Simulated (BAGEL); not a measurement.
# UHF/6-31G(d) (density fitting with qzvpp-jkfit, spherical functions) run of CH5OSi (SMILES OC[SiH2])

What is the energy change on altering one bond length of CH5OSi at UHF/6-31G* (density fitting with qzvpp-jkfit, spherical functions)? 

The calculation is run with BAGEL 1.2.2.

### 1 The structure to begin with

CH5OSi: 8 atoms, total charge 0, spin state doublet. As SMILES, `OC[SiH2]`. The shape is that of a GFN2-xTB optimisation. This is one conformer, not always the lowest.

Bond lengths: O1–C2 1.422 Å, C2–Si3 1.911 Å, O1–H4 0.963 Å, C2–H5 1.098 Å, C2–H6 1.094 Å, Si3–H7 1.457 Å, Si3–H8 1.455 Å. Angles: O1–C2–Si3 111.5°, O1–C2–H5 110.4°, O1–C2–H6 104.8°, Si3–C2–H5 113.0°, Si3–C2–H6 110.0°, C2–O1–H4 108.6°, C2–Si3–H7 111.8°, C2–Si3–H8 111.4°, H5–C2–H6 106.8°, H7–Si3–H8 115.6°.

### 2 The energy at UHF/6-31G(d) (density fitting with qzvpp-jkfit, spherical functions)

Input file input.json:

```json
{ "bagel": [

{
  "title": "molecule",
  "basis": "6-31gs.json",
  "df_basis": "qzvpp-jkfit",
  "angstrom": true,
  "geometry": [
    { "atom": "O", "xyz": [   -0.742090,    1.000740,   -1.036980 ] },
    { "atom": "C", "xyz": [   -0.292450,    0.570250,    0.241160 ] },
    { "atom": "Si", "xyz": [    0.559470,   -1.137540,    0.146770 ] },
    { "atom": "H", "xyz": [   -1.420000,    0.391110,   -1.345720 ] },
    { "atom": "H", "xyz": [   -1.117020,    0.597870,    0.965140 ] },
    { "atom": "H", "xyz": [    0.428560,    1.331100,    0.553770 ] },
    { "atom": "H", "xyz": [    1.086880,   -1.551530,    1.440480 ] },
    { "atom": "H", "xyz": [    1.496660,   -1.202000,   -0.964620 ] }
  ]
},
{
  "title": "uhf",
  "nopen": 1
},
{
  "title": "print",
  "file": "orbitals.molden",
  "orbitals": true
}

]}
```

The basis set 6-31G* is read from a file made from the Basis Set Exchange's data (not shown).

Launch:

```console
$ BAGEL_NUM_THREADS=1 BAGEL input.json > input.out
```

What it wrote:

```text
* using 1 threads per process

  ===============================================================
  ===============================================================

  *** Geometry ***

  { "atom" : "O", "xyz" : [     -1.402347,      1.891125,     -1.959608 ] },
  { "atom" : "C", "xyz" : [     -0.552650,      1.077616,      0.455726 ] },
  { "atom" : "Si", "xyz" : [      1.057245,     -2.149639,      0.277355 ] },
  { "atom" : "H", "xyz" : [     -2.683411,      0.739091,     -2.543042 ] },
  { "atom" : "H", "xyz" : [     -2.110862,      1.129811,      1.823850 ] },
  { "atom" : "H", "xyz" : [      0.809861,      2.515414,      1.046474 ] },
  { "atom" : "H", "xyz" : [      2.053906,     -2.931967,      2.722113 ] },
  { "atom" : "H", "xyz" : [      2.828278,     -2.271451,     -1.822868 ] },

  Number of auxiliary basis functions:      370

  Since a DF basis is specified, we compute 2- and 3-index integrals:
    o Being stored without compression. Storage requirement is 0.009 GB

  Number of basis functions:       56
  Number of electrons      :       33

    * METHOD: MOLECULE                             0.12

  *** Open-shell HF ***

  === Nuclear Repulsion ===
   103.6298021887

      * DIIS with orbital gradients will be used.

  === UHF iteration (6-31gs.json) ===
      0       -404.32455596          0.04750628           0.04
      1       -404.43388399          0.02773111           0.04
      2       -404.46381457          0.01759749           0.04
      3       -404.48111804          0.00138660           0.04
      4       -404.48150167          0.00048669           0.04
      5       -404.48154510          0.00015928           0.04
      6       -404.48156258          0.00003750           0.04
      7       -404.48156470          0.00001295           0.04
      8       -404.48156516          0.00000577           0.04
      9       -404.48156529          0.00000269           0.04
     10       -404.48156532          0.00000140           0.04
     11       -404.48156533          0.00000055           0.04
     12       -404.48156533          0.00000017           0.04
     13       -404.48156533          0.00000007           0.04
     14       -404.48156533          0.00000004           0.04
     15       -404.48156533          0.00000002           0.04
     16       -404.48156533          0.00000001           0.04
    * SCF iteration converged.

    * S^2 (UHF) is 0.7542

    * Permanent dipole moment:
           (    0.247682,     0.417290,    -0.375547) a.u.

    * METHOD: UHF                                  0.72

    * METHOD: PRINT                                0.01

  ===============================================================
```

It took 0.96 s on 1 thread of Arm Neoverse V1, shared host; peak memory 0.081 GiB.

### 3 The distorted shape, same level

Input file input.json:

```json
{ "bagel" : [

{
  "title" : "molecule",
  "basis" : "6-31gs.json",
  "df_basis" : "qzvpp-jkfit",
  "angstrom" : "true",
  "geometry" : [
    { "atom" : "O", "xyz" : [   -1.374985,    1.497531,   -2.589440 ] },
    { "atom" : "C", "xyz" : [   -0.925345,    1.067041,   -1.311300 ] },
    { "atom" : "Si", "xyz" : [   -0.073425,   -0.640749,   -1.405690 ] },
    { "atom" : "H", "xyz" : [   -2.052895,    0.887901,   -2.898180 ] },
    { "atom" : "H", "xyz" : [   -1.749915,    1.094661,   -0.587320 ] },
    { "atom" : "H", "xyz" : [   -0.204335,    1.827891,   -0.998690 ] },
    { "atom" : "H", "xyz" : [    1.086880,   -1.551530,    1.440480 ] },
    { "atom" : "H", "xyz" : [    0.863765,   -0.705209,   -2.517080 ] }
  ]
},
{
  "title" : "uhf",
  "charge" : 0,
  "nopen" : 1
},
{
  "title" : "print",
  "file" : "orbitals.molden",
  "orbitals" : "true"
}

]}
```

The basis set 6-31G* is read from a file made from the Basis Set Exchange's data (not shown).

Launch:

```console
$ BAGEL_NUM_THREADS=1 BAGEL input.json > input.out
```

What it wrote:

```text
* using 1 threads per process

  ===============================================================
  ===============================================================

  *** Geometry ***

  { "atom" : "O", "xyz" : [     -2.598345,      2.829923,     -4.893332 ] },
  { "atom" : "C", "xyz" : [     -1.748649,      2.016415,     -2.477998 ] },
  { "atom" : "Si", "xyz" : [     -0.138753,     -1.210840,     -2.656369 ] },
  { "atom" : "H", "xyz" : [     -3.879409,      1.677890,     -5.476766 ] },
  { "atom" : "H", "xyz" : [     -3.306860,      2.068609,     -1.109874 ] },
  { "atom" : "H", "xyz" : [     -0.386137,      3.454213,     -1.887251 ] },
  { "atom" : "H", "xyz" : [      2.053906,     -2.931967,      2.722113 ] },
  { "atom" : "H", "xyz" : [      1.632279,     -1.332652,     -4.756592 ] },

  Number of auxiliary basis functions:      370

  Since a DF basis is specified, we compute 2- and 3-index integrals:
    o Being stored without compression. Storage requirement is 0.009 GB

  Number of basis functions:       56
  Number of electrons      :       33

    * METHOD: MOLECULE                             0.12

  *** Open-shell HF ***

  === Nuclear Repulsion ===
    99.9373748328

      * DIIS with orbital gradients will be used.

  === UHF iteration (6-31gs.json) ===
      0       -404.11031286          0.04821567           0.04
      1       -404.26458546          0.02896287           0.04
      2       -404.32105852          0.01857379           0.05
      3       -404.35107180          0.00308349           0.05
      4       -404.36501819          0.00161731           0.04
      5       -404.37003299          0.00073739           0.04
      6       -404.37165091          0.00043303           0.04
      7       -404.37253253          0.00033076           0.04
      8       -404.37334994          0.00021889           0.05
      9       -404.37380303          0.00007926           0.04
     10       -404.37382104          0.00003573           0.04
     11       -404.37382175          0.00002090           0.04
     12       -404.37382218          0.00001169           0.04
     13       -404.37382231          0.00000608           0.04
     14       -404.37382245          0.00000332           0.04
     15       -404.37382248          0.00000199           0.04
     16       -404.37382248          0.00000124           0.04
     17       -404.37382248          0.00000068           0.04
     18       -404.37382248          0.00000037           0.04
     19       -404.37382248          0.00000024           0.04
     20       -404.37382248          0.00000012           0.04
     21       -404.37382248          0.00000007           0.04
     22       -404.37382248          0.00000005           0.04
     23       -404.37382248          0.00000003           0.04
     24       -404.37382248          0.00000002           0.04
     25       -404.37382248          0.00000001           0.04
     26       -404.37382248          0.00000001           0.04
    * SCF iteration converged.

    * S^2 (UHF) is 1.3345

    * Permanent dipole moment:
           (    0.269125,     0.173253,    -0.162743) a.u.

    * METHOD: UHF                                  1.19

    * METHOD: PRINT                                0.01

  ===============================================================
```

Run time: 1.4 s. Hardware: 1 thread of Arm Neoverse V1, shared host; peak memory 0.081 GiB.

### 4 Summary of results

At UHF/6-31G* (density fitting with qzvpp-jkfit, spherical functions):

| quantity | value |
| --- | --- |
| first shape: total energy | -404.48157 Eh |
| first shape: dipole moment | 1.56 D |
| first shape: ⟨S²⟩ | 0.754 |
| distorted shape: total energy | -404.37382 Eh |
| distorted shape: dipole moment | 0.91 D |
| distorted shape: ⟨S²⟩ | 1.335 |
| energy change with the Si3–H7 bond stretched from 1.457 to 3.206 Å | 2.932 eV |

**Reading.** With the Si3–H7 bond stretched from 1.457 to 3.206 Å the energy rises by 2.93 eV (283 kJ/mol). The first shape isn't relaxed at this level, so the change isn't measured from a minimum. ⟨S²⟩ (distorted shape) is 1.33 where a pure doublet has 0.75: the reference is spin-contaminated.
